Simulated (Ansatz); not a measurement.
Steps of a relaxation of C₄H₈F₂, SMILES `CC(C)C(F)F` with RKS PBE0-D4/def2-TZVP.

```sh
$ ansatz run in.yaml --threads 4 --pin off --events-out ev --progress --plain --max-ram 11315MiB
```

```yaml
crystal:
  periodic: [false, false, false]
  atoms:
    - {symbol: C, position_ang: [-1.192789, -0.714996, 0.523862]}
    - {symbol: C, position_ang: [0.206742, -0.357516, 0.012972]}
    - {symbol: C, position_ang: [0.201044, 0.121700, -1.443210]}
    - {symbol: C, position_ang: [0.847210, 0.682332, 0.927160]}
    - {symbol: F, position_ang: [2.122764, 0.970184, 0.514828]}
    - {symbol: F, position_ang: [0.131868, 1.855017, 0.896747]}
    - {symbol: H, position_ang: [-1.851228, 0.177122, 0.507905]}
    - {symbol: H, position_ang: [-1.167489, -1.097941, 1.565090]}
    - {symbol: H, position_ang: [-1.656011, -1.494866, -0.112085]}
    - {symbol: H, position_ang: [0.859069, -1.255827, 0.093370]}
    - {symbol: H, position_ang: [-0.230489, -0.652966, -2.107260]}
    - {symbol: H, position_ang: [1.226529, 0.349165, -1.792902]}
    - {symbol: H, position_ang: [-0.407432, 1.042482, -1.547733]}
    - {symbol: H, position_ang: [0.897311, 0.346709, 1.990056]}
basis:
  gaussian: {orbitals: def2-TZVP}
hamiltonian: {xc: pbe0, dispersion: d4}
relax: {f_tol: 0.005, max_steps: 150}
```

Positions (Å) and forces (eV/Å) along the path, 6 of 6 steps:

```xyz
14
step=1 energy=-9706.4977 eV
C    -1.193   -0.715    0.524   -0.231    0.032    0.094
C     0.207   -0.358    0.013    0.232   -0.155   -0.002
C     0.201    0.122   -1.443   -0.026    0.132   -0.175
C     0.847    0.682    0.927   -0.091   -0.119    0.175
F     2.123    0.970    0.515   -0.531   -0.043    0.201
F     0.132    1.855    0.897    0.392   -0.410    0.019
H    -1.851    0.177    0.508    0.300   -0.444   -0.013
H    -1.167   -1.098    1.565    0.011    0.178   -0.497
H    -1.656   -1.495   -0.112    0.254    0.375    0.293
H     0.859   -1.256    0.093   -0.300    0.421   -0.030
H    -0.230   -0.653   -2.107    0.207    0.354    0.342
H     1.227    0.349   -1.793   -0.499   -0.125    0.160
H    -0.407    1.042   -1.548    0.272   -0.454    0.037
H     0.897    0.347    1.990    0.009    0.257   -0.603
14
step=2 energy=-9706.5473 eV
C    -1.185   -0.707    0.518   -0.069   -0.025    0.031
C     0.209   -0.356    0.011    0.058    0.020    0.042
C     0.194    0.123   -1.437    0.012    0.040   -0.028
C     0.843    0.673    0.928   -0.003    0.028    0.014
F     2.116    0.957    0.529   -0.169   -0.025    0.059
F     0.146    1.848    0.898    0.130   -0.172   -0.006
H    -1.843    0.169    0.488    0.099   -0.128   -0.006
H    -1.160   -1.078    1.551   -0.004    0.052   -0.141
H    -1.632   -1.488   -0.108    0.061    0.100    0.087
H     0.853   -1.245    0.090   -0.098    0.129   -0.015
H    -0.230   -0.651   -2.086    0.058    0.095    0.091
H     1.205    0.352   -1.790   -0.140   -0.031    0.039
H    -0.418    1.027   -1.542    0.079   -0.134    0.020
H     0.889    0.346    1.979   -0.015    0.049   -0.185
14
step=3 energy=-9706.5524 eV
C    -1.183   -0.707    0.517    0.010    0.008   -0.005
C     0.208   -0.352    0.012    0.017    0.007    0.003
C     0.193    0.126   -1.432   -0.014   -0.009    0.003
C     0.843    0.670    0.925   -0.009    0.029   -0.003
F     2.116    0.947    0.533   -0.016   -0.013    0.004
F     0.156    1.847    0.892    0.015   -0.011   -0.004
H    -1.842    0.163    0.478   -0.013    0.008   -0.001
H    -1.160   -1.069    1.548    0.003    0.000    0.008
H    -1.624   -1.491   -0.102    0.003   -0.006   -0.003
H     0.848   -1.239    0.088    0.009   -0.013   -0.003
H    -0.225   -0.648   -2.078   -0.001   -0.003   -0.010
H     1.198    0.359   -1.786    0.005    0.003    0.000
H    -0.423    1.021   -1.537   -0.009    0.008   -0.004
H     0.882    0.344    1.970   -0.001   -0.008    0.016
14
step=4 energy=-9706.5526 eV
C    -1.182   -0.706    0.517    0.001   -0.004    0.000
C     0.208   -0.352    0.011   -0.006    0.002    0.002
C     0.191    0.126   -1.433    0.000    0.002    0.005
C     0.843    0.670    0.926    0.000    0.012   -0.008
F     2.117    0.943    0.537    0.007   -0.003    0.002
F     0.160    1.847    0.891    0.004   -0.001   -0.002
H    -1.843    0.162    0.474   -0.002    0.002   -0.001
H    -1.159   -1.064    1.549   -0.001    0.000    0.005
H    -1.620   -1.493   -0.099   -0.002   -0.004    0.000
H     0.849   -1.239    0.087    0.002   -0.003   -0.003
H    -0.224   -0.649   -2.079    0.000   -0.003   -0.002
H     1.195    0.363   -1.787    0.004    0.004   -0.003
H    -0.428    1.020   -1.538   -0.004    0.002    0.000
H     0.879    0.343    1.971   -0.004   -0.004    0.005
14
step=5 energy=-9706.5528 eV
C    -1.181   -0.708    0.517   -0.001    0.004    0.000
C     0.209   -0.351    0.011    0.006    0.001   -0.005
C     0.189    0.128   -1.433   -0.002   -0.003   -0.001
C     0.844    0.670    0.926    0.000    0.006    0.011
F     2.124    0.932    0.547   -0.008   -0.010   -0.007
F     0.171    1.853    0.881   -0.001   -0.003   -0.002
H    -1.843    0.160    0.475   -0.004    0.000    0.000
H    -1.158   -1.065    1.550    0.003    0.002    0.002
H    -1.619   -1.496   -0.098    0.000   -0.001   -0.001
H     0.850   -1.238    0.085    0.002    0.000   -0.002
H    -0.221   -0.650   -2.080    0.001    0.000   -0.001
H     1.191    0.373   -1.787    0.001    0.001    0.004
H    -0.437    1.017   -1.538    0.000    0.001    0.002
H     0.869    0.346    1.973    0.001    0.002    0.000
14
step=6 energy=-9706.5528 eV
C    -1.182   -0.708    0.518   -0.002   -0.001    0.000
C     0.208   -0.351    0.011    0.002    0.001    0.003
C     0.189    0.129   -1.433    0.000    0.001    0.001
C     0.844    0.669    0.926    0.000   -0.002   -0.004
F     2.124    0.929    0.545    0.000   -0.002    0.000
F     0.172    1.853    0.880   -0.001    0.000    0.002
H    -1.844    0.159    0.473   -0.001    0.000    0.000
H    -1.158   -1.063    1.551    0.001    0.001    0.000
H    -1.619   -1.497   -0.096    0.000    0.000    0.000
H     0.849   -1.238    0.085    0.001    0.000    0.000
H    -0.218   -0.650   -2.081    0.000    0.001    0.000
H     1.191    0.376   -1.785    0.001    0.000    0.001
H    -0.438    1.016   -1.537   -0.001    0.000   -0.001
H     0.869    0.346    1.973    0.000    0.002    0.000
```

Run time 15 s (4 threads of an Intel Xeon 6975P-C on a shared host); peak host memory 0.72 GiB.
